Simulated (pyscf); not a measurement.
Thermochemistry of product channels of HO–SiH₂–OH + NH₃ on the singlet surface, in eV, from ωB97M-D3(BJ)/def2-TZVP energies (ideal gas, 1 atm, RRHO with modes under 100 cm⁻¹ raised to 100, one conformer, R ln 2 for chiral ones without a mode under 150 cm⁻¹). Optimised with ωB97X-D3(BJ)/def2-SVP in PySCF.

```tsv
products	ΔE	ΔH(298 K)	ΔG(900 K)	ΔG(1200 K)
H₂O + H₂N–SiH₂–OH	+0.50	+0.48	+0.38	+0.33
H₂N–SiH(OH)–OH + H₂	-0.55	-0.70	-0.59	-0.59
```

These are energies of the channels, which say nothing of barriers.
